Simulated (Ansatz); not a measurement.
Co (model structure, started from the beta-Sn type, I4₁/amd, No. 141, 2 atoms in the cell)

Method: r²SCAN in Ansatz (plane waves, PAW).

Run with plane-wave cutoff 500 eV, 34×34×34 k mesh, Fermi–Dirac smearing 0.1 eV, spin-polarised with parallel moments, scalar-relativistic PAW data made under PBE.

Cell (relaxed at this level):

Co is taken in the tetragonal space group I4₁/amd, origin choice 1 (No. 141), Pearson symbol tI4. Lattice parameters: a = b = 4.4820 Å, c = 2.3696 Å, α = β = γ = 90.00°. Co on 4a sees 6 Co at 2.318–2.370 Å. (Neighbours: up to the widest gap in distance over summed covalent radii, below 1.35, at either atom.)
(The calculation used a cell of 2 atoms; values per cell refer to that cell.)

```
Property  Result
--------  ------
band gap    none
```

Note: the magnetic order was assumed, not searched for or taken from measurement; a magnet's gap depends somewhat on the PAW data; the relaxation could raise the start's symmetry but not lower it, so the cell can be a saddle point.

A model structure was made by putting elements into a prototype or built by hand; it is no filed structure, need not be a known phase, and can be a saddle point held by its symmetry.

Ansatz is a first-principles code.
